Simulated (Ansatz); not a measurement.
# AlSiH (singlet): the correlation ladder at angle Al2–Si1–H3 = 143.9°, cc-pVTZ

One table from this session's results is given with a row withheld; the runs are named, their logs left out.

Program: Ansatz 0.2.0, Gaussian basis. Level of theory: cc-pVTZ, core rule «outside noble gas», up to 10 orbitals frozen. These are calculated values, not measurements.

To be run: UHF; CCSD(T) on RHF; CCSD(T) on UHF; BCCD(T) on RHF; CISD; CCSDT(Q) on RHF; CASSCF and NEVPT2, 8 electrons in 9 orbitals.

17 further runs of the same task are left out: 2 for a known fault of the program, 9 that didn't finish, 6 set aside as unsound or not needed.

### The system

The geometry derives from a PBE0/def2-TZVP stationary point (not a proven minimum). One angle is set to the value named; bond lengths are kept.

3 atoms, charge 0, spin multiplicity 1.

Atoms are counted from 1 here; the program's logs count them from 0.

Bond lengths: Si1–Al2 2.647 Å, Si1–H3 1.545 Å. Angles: Al2–Si1–H3 143.9°.

Set-up of the first run:

File in.yaml:

```yaml
crystal:
  periodic: [false, false, false]
  atoms:
    - {symbol: Si, position_ang: [0.000000, -0.018765, 0.555817]}
    - {symbol: Al, position_ang: [0.000000, -1.387091, -1.709521]}
    - {symbol: H, position_ang: [0.000000, 1.405856, 1.153704]}
basis:
  gaussian: {orbitals: cc-pVTZ}
magnetization: {spin_polarized: true, initial_magnetization: 0}
hamiltonian: {xc: hf}
output: {orbitals: {seedname: orbitals}}
```

Run with:

```sh
> ansatz run in.yaml --threads 1 --pin off --events-out ev --progress --plain --max-ram 2393MiB
```

Steps of the session up to this table: UHF; CCSD(T) on RHF; CCSD(T) on UHF; BCCD(T) on RHF; CISD; CCSDT(Q) on RHF; CASSCF and NEVPT2, 8 electrons in 9 orbitals.

One table of the session follows, with a row left open; its other results are not shown here.

| method | from RCCSDT(Q) (kJ/mol) |
| --- | --- |
| RHF | +536.2 |
| UHF | +442.1 |
| RMP2 | ? |
| UMP2 | +102.1 |
| CISD | +85.1 |
| RCCSD | +38.9 |
| UCCSD | -1.0 |
| RCCSD(T) | +14.4 |
| UCCSD(T) | -25.1 |
| BCCD(T) | +14.2 |
| RCCSDT | +5.0 |
| RCCSDT(Q) | 0 |
| CASSCF valence | +324.6 |
| NEVPT2 valence | +107.1 |

**Question.** Estimate the row for RMP2.

The run gave: from RCCSDT(Q) (kJ/mol): +136.4. In the column «from RCCSDT(Q) (kJ/mol)» it lies between NEVPT2 valence (+107.1) and CASSCF valence (+324.6).

The program flags UCCSD(T) as in doubt (see the logs), so those rows may rest on another solution; read them beside their warnings.

To keep in mind: The determinant is far from a pure spin state, so its energy mixes those of several spin states (harmless only where they are near-degenerate, as at dissociation). The program flags UCCSD(T) as in doubt, so those rows may rest on another solution; read them beside their warnings. Warnings: restricted reference is unstable; spin contamination; coupled cluster took another determinant than the lowest; large T1 diagnostic. Restricted and unrestricted rows rest on different reference determinants; where their highest levels disagree by more than a few hundredths of an eV, they describe different states and don't form one ladder.
